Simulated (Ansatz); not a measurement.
# [BCl2]+ (SMILES Cl[B+]Cl) at 4 levels

Wanted: a comparison of 4 runs (HF/STO-3G, HF/def2-SVP, PBE0/def2-SVP, CAM-B3LYP/6-311G**) of [BCl2]+. 

The results are computed with Ansatz 0.2.0.

13 further runs of the same task are left out: 1 that didn't finish, 12 set aside as unsound or not needed.

## Step 1: Starting point

[BCl2]+ has 3 atoms, charge +1, and is taken as a singlet. As SMILES, `Cl[B+]Cl`. The shape is that of a PBE0-D4/def2-TZVP optimisation.

Bond lengths: Cl1–B2 1.610 Å, B2–Cl3 1.610 Å. Angles: Cl1–B2–Cl3 180.0°.

## Step 2: Energy and forces at HF/STO-3G (run 1)

run.yaml reads:

```yaml
crystal:
  periodic: [false, false, false]
  atoms:
    - {symbol: Cl, position_ang: [-1.267920, 0.785680, -0.605300]}
    - {symbol: B, position_ang: [0.000010, 0.000020, 0.000000]}
    - {symbol: Cl, position_ang: [1.267910, -0.785700, 0.605290]}
basis:
  gaussian: {orbitals: STO-3G}
total_charge: 1
hamiltonian: {xc: hf}
accuracy: high
output: {forces: true, orbitals: {seedname: orbitals}}
```

Run with:

```sh
$ ansatz run run.yaml --threads 1 --pin off --max-ram 3480MiB --events-out events.jsonl --progress --plain --runs-dir runs
```

Standard output:

```text
Warning: RAYON_NUM_THREADS=1 ignored (pool sized by the plan → 1); use --threads N
Functional definition: HF
  name "HF"
  exchange = exact_x
  correlation = 0
399 factors; integrals over basis functions are off by at most 1.6e-8 eV
mean field evaluation 1: about -25392.4371 eV, gradient 2.9e1 eV
mean field evaluation 2: about -25392.4479 eV, gradient 2.9e1 eV
mean field evaluation 4: about -25395.8194 eV, gradient 1.0e0 eV
mean field evaluation 8: about -25395.8229 eV, gradient 6.4e-6 eV
mean field -25395.82285473 eV, -933.2792760043 hartree, gradient 8.1e-8 eV, S^2 0.000000; 0 other end points of the search recorded, 0 dependent functions left out
the calculation of the forces begins
reference -25395.82285473 eV, -933.2792760043 hartree; 19, 19 occupied and 4, 4 virtual orbitals, 399 factors
Total energy: -25395.82285473 eV, -933.2792760043 hartree
Atom 0 at    -1.267920     0.785680    -0.605300 Å, force    -1.877726     1.163592    -0.896416 eV/Å
Atom 1 at     0.000010     0.000020     0.000000 Å, force    -0.000016    -0.000031    -0.000006 eV/Å
Atom 2 at     1.267910    -0.785700     0.605290 Å, force     1.877742    -1.163562     0.896422 eV/Å
Dipole moment:     0.000013     0.000025     0.000004 e Å
```

It took 0.51 s on 1 thread of Arm Neoverse V1, shared host; peak memory 0.083 GiB.

## Step 3: Energy and gradient at HF/def2-SVP (run 2)

job.yaml reads:

```yaml
crystal:
  periodic: [false, false, false]
  atoms:
    - symbol: Cl
      position_ang: [-1.267920, 0.785680, -0.605300]
    - symbol: B
      position_ang: [0.000010, 0.000020, 0.000000]
    - symbol: Cl
      position_ang: [1.267910, -0.785700, 0.605290]
basis:
  gaussian:
    orbitals: def2-SVP
total_charge: 1
hamiltonian:
  xc: hf
accuracy: high
output: {forces: true, orbitals: {seedname: orbitals}}
```

Run with:

```sh
$ ansatz run job.yaml --threads 1 --pin off --max-ram 3480MiB --events-out events.jsonl --progress --plain --runs-dir runs
```

Standard output:

```text
Warning: RAYON_NUM_THREADS=1 ignored (pool sized by the plan → 1); use --threads N
[... 4 set-up lines as earlier in the session ...]
905 factors; integrals over basis functions are off by at most 4.2e-9 eV
mean field evaluation 1: about -25662.3429 eV, gradient 1.8e1 eV
mean field evaluation 2: about -25662.7433 eV, gradient 1.9e1 eV
mean field evaluation 4: about -25663.8147 eV, gradient 1.6e0 eV
mean field evaluation 8: about -25663.8371 eV, gradient 5.4e-2 eV
mean field evaluation 16: about -25663.8371 eV, gradient 1.8e-7 eV
mean field -25663.83711746 eV, -943.1286184931 hartree, gradient 1.3e-8 eV, S^2 0.000000; 0 other end points of the search recorded, 0 dependent functions left out
the calculation of the forces begins
reference -25663.83711746 eV, -943.1286184931 hartree; 19, 19 occupied and 31, 31 virtual orbitals, 905 factors
Total energy: -25663.83711746 eV, -943.1286184931 hartree
Atom 0 at    -1.267920     0.785680    -0.605300 Å, force    -0.298495     0.185038    -0.142504 eV/Å
Atom 1 at     0.000010     0.000020     0.000000 Å, force    -0.000055    -0.000104    -0.000019 eV/Å
Atom 2 at     1.267910    -0.785700     0.605290 Å, force     0.298551    -0.184934     0.142522 eV/Å
Dipole moment:     0.000009     0.000017     0.000003 e Å
```

Run time: 1.4 s. Hardware: 1 thread of Arm Neoverse V1, shared host; peak memory 0.094 GiB.

## Step 4: Energy and forces at PBE0/def2-SVP (run 3)

job.yaml reads:

```yaml
basis:
  gaussian:
    orbitals: def2-SVP
crystal:
  periodic: [false, false, false]
  atoms:
    - {symbol: Cl, position_ang: [-1.267920, 0.785680, -0.605300]}
    - {symbol: B, position_ang: [0.000010, 0.000020, 0.000000]}
    - {symbol: Cl, position_ang: [1.267910, -0.785700, 0.605290]}
accuracy: high
total_charge: 1
hamiltonian:
  xc: {name: PBE0}
output:
  forces: true
  orbitals: {seedname: orbitals}
```

Run with:

```sh
$ ansatz run job.yaml --threads 1 --pin off --max-ram 3480MiB --events-out events.jsonl --progress --plain --runs-dir runs
```

Standard output:

```text
Warning: RAYON_NUM_THREADS=1 ignored (pool sized by the plan → 1); use --threads N
Functional definition: PBE0
  name "PBE0"
  parameter a = 0.25
  parameter kappa = 0.804
  parameter beta = 0.06672455060314922
  exchange = (1 - a)*pbe_x(kappa = kappa, mu = beta*pi^2/3) + a*exact_x
  correlation = pbe_c(beta = beta)
905 factors; integrals over basis functions are off by at most 4.2e-9 eV
mean field evaluation 1: about -25695.7457 eV, gradient 1.8e1 eV
mean field evaluation 2: about -25696.2767 eV, gradient 1.1e1 eV
mean field evaluation 4: about -25696.5223 eV, gradient 6.5e-1 eV
mean field evaluation 8: about -25696.6644 eV, gradient 1.4e-3 eV
mean field evaluation 16: about -25696.6644 eV, gradient 5.1e-7 eV
mean field -25696.66437048 eV, -944.3349977906 hartree, gradient 1.0e-8 eV, S^2 0.000000; 0 other end points of the search recorded, 0 dependent functions left out
the calculation of the forces begins
reference -25696.66437204 eV, -944.3349978477 hartree; 19, 19 occupied and 31, 31 virtual orbitals, 905 factors
Total energy: -25696.66437204 eV, -944.3349978477 hartree
Atom 0 at    -1.267920     0.785680    -0.605300 Å, force    -0.261676     0.162214    -0.124926 eV/Å
Atom 1 at     0.000010     0.000020     0.000000 Å, force    -0.000049    -0.000091    -0.000017 eV/Å
Atom 2 at     1.267910    -0.785700     0.605290 Å, force     0.261725    -0.162123     0.124942 eV/Å
Dipole moment:     0.000007     0.000013     0.000002 e Å
```

Run time: 3.6 s. Hardware: 1 thread of Arm Neoverse V1, shared host; peak memory 0.12 GiB.

## Step 5: Energy and gradient at CAM-B3LYP/6-311G(d,p) (run 4)

job.yaml reads:

```yaml
crystal:
  periodic: [false, false, false]
  atoms:
    - {symbol: Cl, position_ang: [-1.267920, 0.785680, -0.605300]}
    - {symbol: B, position_ang: [0.000010, 0.000020, 0.000000]}
    - {symbol: Cl, position_ang: [1.267910, -0.785700, 0.605290]}
basis:
  gaussian:
    orbitals: 6-311G_st__st_-spherical.json
total_charge: 1
hamiltonian:
  xc: {name: CAM-B3LYP}
output:
  forces: true
  orbitals: {seedname: orbitals}
accuracy: high
```

The basis set 6-311G** is read from a file made from the Basis Set Exchange's data (not shown).

Run with:

```sh
$ ansatz run job.yaml --threads 1 --pin off --max-ram 3480MiB --events-out events.jsonl --progress --plain --runs-dir runs
```

Standard output:

```text
Warning: RAYON_NUM_THREADS=1 ignored (pool sized by the plan → 1); use --threads N
Functional definition: CAM-B3LYP
  name "CAM-B3LYP"
  parameter alpha = 0.19
  parameter beta = 0.46
  parameter omega = 0.33/bohr
  parameter ac = 0.81
  exchange = (1 - alpha - beta)*b88_x + beta*b88_x_sr(omega) + alpha*exact_x + beta*exact_x_lr(omega)
  correlation = (1 - ac)*vwn5_c + ac*lyp_c
1101 factors; integrals over basis functions are off by at most 1.0e-8 eV
263 factors; integrals over basis functions are off by at most 2.0e-9 eV
mean field evaluation 1: about -25713.8395 eV, gradient 2.2e1 eV
mean field evaluation 2: about -25714.2343 eV, gradient 1.8e1 eV
mean field evaluation 4: about -25714.8329 eV, gradient 7.7e-1 eV
mean field evaluation 8: about -25714.9490 eV, gradient 1.5e-2 eV
mean field evaluation 16: about -25714.9490 eV, gradient 4.4e-6 eV
mean field -25714.94902388 eV, -945.0069464091 hartree, gradient 1.5e-8 eV, S^2 0.000000; 0 other end points of the search recorded, 0 dependent functions left out
the calculation of the forces begins
reference -25714.94903832 eV, -945.0069469399 hartree; 19, 19 occupied and 51, 51 virtual orbitals, 1101 factors
Total energy: -25714.94903832 eV, -945.0069469399 hartree
Atom 0 at    -1.267920     0.785680    -0.605300 Å, force     0.021329    -0.013142     0.010178 eV/Å
Atom 1 at     0.000010     0.000020     0.000000 Å, force    -0.000060    -0.000113    -0.000020 eV/Å
Atom 2 at     1.267910    -0.785700     0.605290 Å, force    -0.021269     0.013255    -0.010158 eV/Å
Dipole moment:     0.000007     0.000013     0.000002 e Å
```

Run time: 5.4 s. Hardware: 1 thread of Arm Neoverse V1, shared host; peak memory 0.17 GiB.

## Step 6: The series

```tsv
run	level	energy (Eh)	HOMO energy (eV)	LUMO energy (eV)	HOMO–LUMO gap (eV)	wall time
1	HF/STO-3G	-933.279276	-20.30	-3.57	16.73	0.51 s
2	HF/def2-SVP	-943.128618	-20.39	-4.29	16.10	1.4 s
3	PBE0/def2-SVP	-944.334998	-17.19	-8.26	8.93	3.6 s
4	CAM-B3LYP/6-311G**	-945.006947	-18.43	-7.14	11.29	5.4 s
```

## Step 7: Outcome

| quantity | value |
| --- | --- |
| run 4: total energy | -945.00695 Eh |
| run 4: HOMO energy | -18.43 eV |
| run 4: LUMO energy | -7.14 eV |
| run 4: HOMO–LUMO gap | 11.29 eV |
| run 4: largest force on an atom | 0.027 eV/Å |

The HOMO–LUMO gap runs from 8.93 eV (PBE0/def2-SVP) to 16.73 eV (HF/STO-3G). The two ends differ in method and basis. Totals of different functionals can't be ranked against each other. In run 1 the basis is minimal, so the values are rough. All runs together took 11 s, the longest 5.4 s.
